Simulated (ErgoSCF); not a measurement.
**[O2]− (superoxide): levels of theory compared**

Aim: a comparison of 6 runs (UHF/3-21G, UHF/6-31G*, UHF/def2-SVP, UB3LYP/6-31G*, UBLYP/cc-pVDZ, UPBE0/def2-SVP) of [O2]− (superoxide). 

Program for the calculation: ErgoSCF 3.8.

3 further runs of the same task are left out: 1 that didn't finish, 2 set aside as unsound or not needed.

## 1. The structure to begin with

The species is [O2]− (2 atoms), meant as a doublet with charge -1. As SMILES, `[O][O-]`. The coordinates come from a GFN2-xTB relaxation.

Bond lengths: O1–O2 1.341 Å.

## 2. The energy at UHF/3-21G (run 1)

File mol.xyz:

```xyz
2

O      0.000000     0.000000     0.000000
O      0.000000     0.000000     1.341480
```

File ergo.in:

```
set_nthreads(1)
basis = "3-21G"
scf.max_number_of_iterations = 120
charge = -1
scf.use_diagonalization = 1
spin_polarization = 1
tmpdir = "."
scf.output_mulliken_pop = 1
molecule "mol.xyz"
run "HF"
```

The basis set 3-21G is read from a file made from the Basis Set Exchange's data (not shown).

Run with:

```
ergo ergo.in
```

Log:

```text
[...]
INSC SCF_general constructor, number of basis functions: 18
[...]
INSC Energy   1 =       -102.67250951311
[...]
INDE E_LUMO =          0.51613747194
[...]
INSC Energy  10 =       -148.72242079613  ( diff     -0.000000000003041 )
[...]
RESC CONVERGED after  10 iterations.
RESC FINAL ENERGY:       -148.72242079613
RESC FINAL <S2> =          0.75699314951
[...]
INSC SCF: dipole_moment_x [atomic units] =       0.00000000
INSC SCF: dipole_moment_y [atomic units] =      -0.00000000
INSC SCF: dipole_moment_z [atomic units] =      -1.26751491
[...]
```

Run time: 0.56 s. Hardware: 1 thread of Arm Neoverse V1, shared host; peak memory 0.26 GiB.

## 3. The energy at UHF/6-31G(d) (spherical functions) (run 2)

File molecule.xyz:

```xyz
2

O      0.000000     0.000000     0.000000
O      0.000000     0.000000     1.341480
```

File ergo.in:

```
# single point, O2
set_nthreads(1)
molecule "molecule.xyz"
scf.max_number_of_iterations = 120
spin_polarization = 1
tmpdir = "."
scf.output_mulliken_pop = 1
scf.use_diagonalization = 1
charge = -1
basis = "6-31G*"
run "HF"
```

The basis set 6-31G* is read from a file made from the Basis Set Exchange's data (not shown).

Run with:

```
ergo ergo.in
```

Log:

```text
[...]
INSC SCF_general constructor, number of basis functions: 28
[...]
INSC Energy   1 =        -72.95127048901
[...]
INDE E_LUMO =          0.46905716992
[...]
INSC Energy  11 =       -149.55896947116  ( diff     -0.000000000024755 )
[...]
RESC CONVERGED after  11 iterations.
RESC FINAL ENERGY:       -149.55896947116
RESC FINAL <S2> =          0.76581040339
[...]
INSC SCF: dipole_moment_x [atomic units] =      -0.00000000
INSC SCF: dipole_moment_y [atomic units] =      -0.00000000
INSC SCF: dipole_moment_z [atomic units] =      -1.26751491
[...]
```

Wall time 1.4 s (1 thread of Arm Neoverse V1, shared host); peak memory 0.26 GiB.

## 4. The energy at UHF/def2-SVP (run 3)

File job.ego:

```
set_nthreads(1)
molecule_inline
O    0.00000000   0.00000000   0.00000000
O    0.00000000   0.00000000   2.53502980
EOF
scf.use_diagonalization = 1
basis = "def2-SVP"
scf.output_mulliken_pop = 1
tmpdir = "."
charge = -1
scf.max_number_of_iterations = 120
spin_polarization = 1
run "HF"
```

The basis set def2-SVP is read from a file made from the Basis Set Exchange's data (not shown).

Run with:

```
ergo job.ego
```

Log:

```text
[...]
INSC SCF_general constructor, number of basis functions: 28
[...]
INSC Energy   1 =        -70.18887684052
[...]
INDE E_LUMO =          0.46550738467
[...]
INSC Energy  11 =       -149.43734089776  ( diff     -0.000000000016541 )
[...]
RESC CONVERGED after  11 iterations.
RESC FINAL ENERGY:       -149.43734089776
RESC FINAL <S2> =          0.76516090282
[...]
INSC SCF: dipole_moment_x [atomic units] =      -0.00000000
INSC SCF: dipole_moment_y [atomic units] =       0.00000000
INSC SCF: dipole_moment_z [atomic units] =      -1.26751490
[...]
```

It took 1.3 s on 1 thread of Arm Neoverse V1, shared host; peak memory 0.26 GiB.

Runs 4 to 5 aren't shown in full; the table further down has their settings and results.

## 5. A single-point energy at UPBE0/def2-SVP (run 6)

File run.inp:

```
set_nthreads(1)
molecule_inline
O      0.00000000     0.00000000     0.00000000
O      0.00000000     0.00000000     2.53502980
EOF
XC.angint = 41
tmpdir = "."
charge = -1
scf.max_number_of_iterations = 120
XC.radint = 1e-11
XC.sparse_mode = 0
basis = "def2-SVP"
scf.use_diagonalization = 1
spin_polarization = 1
scf.output_mulliken_pop = 1
run "PBE0"
```

The basis set def2-SVP is read from a file made from the Basis Set Exchange's data (not shown).

Run with:

```
ergo < run.inp
```

Log:

```text
[...]
INDF Weighted mixed functional:
[...]
INSC Energy   1 =        -74.45606106405
[...]
INDE E_LUMO =          0.27360027535
[...]
INSC Energy  10 =       -150.02474552743  ( diff     -0.000000000005400 )
[...]
RESC CONVERGED after  10 iterations.
RESC FINAL ENERGY:       -150.02474552743
RESC FINAL <S2> =          0.75310094021
[...]
INSC SCF: dipole_moment_x [atomic units] =      -0.00000000
INSC SCF: dipole_moment_y [atomic units] =      -0.00000000
INSC SCF: dipole_moment_z [atomic units] =      -1.26751490
[...]
```

Run time: 1.9 s. Hardware: 1 thread of Arm Neoverse V1, shared host; peak memory 0.26 GiB.

## 6. The series

| run | level | integration grid | radint | energy (Eh) | ⟨S²⟩ | wall time |
| --- | --- | --- | --- | --- | --- | --- |
| 1 | UHF/3-21G | – | – | -148.722421 | 0.757 | 0.56 s |
| 2 | UHF/6-31G* (spherical functions) | – | – | -149.558969 | 0.766 | 1.4 s |
| 3 | UHF/def2-SVP | – | – | -149.437341 | 0.765 | 1.3 s |
| 4 | UB3LYP/6-31G* (spherical functions) | Turbo | 1e-11 | -150.294942 | 0.753 | 2 s |
| 5 | UBLYP/cc-pVDZ | Turbo | 1e-11 | -150.291760 | 0.751 | 1.6 s |
| 6 | UPBE0/def2-SVP | Turbo | 1e-11 | -150.024746 | 0.753 | 1.9 s |

## 7. Outcome

| quantity | value |
| --- | --- |
| run 6: total energy | -150.02475 Eh |
| run 6: ⟨S²⟩ | 0.753 |

What this shows: Totals of different functionals can't be ranked against each other. All runs together took 8.8 s, the longest 2 s.
